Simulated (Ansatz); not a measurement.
We consider 1T (CdI2-type) PtSe₂, described by PBE-D3(BJ) (Ansatz, a program for electronic structure, PAW).

Numerical settings: plane-wave cutoff 520 eV, 12×12×8 k mesh (along the axes of the cell as run), Fermi–Dirac smearing 0.01 eV, scalar-relativistic PAW data made under PBE.

Computed at the level's own relaxed cell.

Question: Predict the lattice parameter c, volume per atom, equilibrium lattice constant a, pressure derivative B′ of the bulk modulus and bulk modulus B0.

Answer: 
* **lattice parameter c**: 4.820 Å
* **volume per atom**: 19.79 Å³/atom
* **equilibrium lattice constant a**: 3.772 Å
* **pressure derivative B′ of the bulk modulus**: 11.7
* **bulk modulus B0**: 59.2 GPa

The run finds no gap.

Measured, for comparison: lattice parameter c 5.074 Å (temperature not stated, zero-point anharmonic expansion removed (computed with revB86b-DF2); no thermal correction; as tabulated in Björkman (2014), arXiv:1406.2436); lattice constant a 3.727 Å (temperature not stated, not corrected to a static lattice; as tabulated in Björkman (2014), arXiv:1406.2436). Computed (rounded) less measured: lattice parameter c -5.0 %, lattice constant a +1.2 %.

Note: the bulk modulus comes from volumes at which shape and atoms were relaxed.

Spin–orbit coupling is not included; it can open a gap where bands touch, and shift volumes and moduli.

Static lattice: no zero-point or thermal effects.

It cost very roughly 10 core-minutes of CPU time.
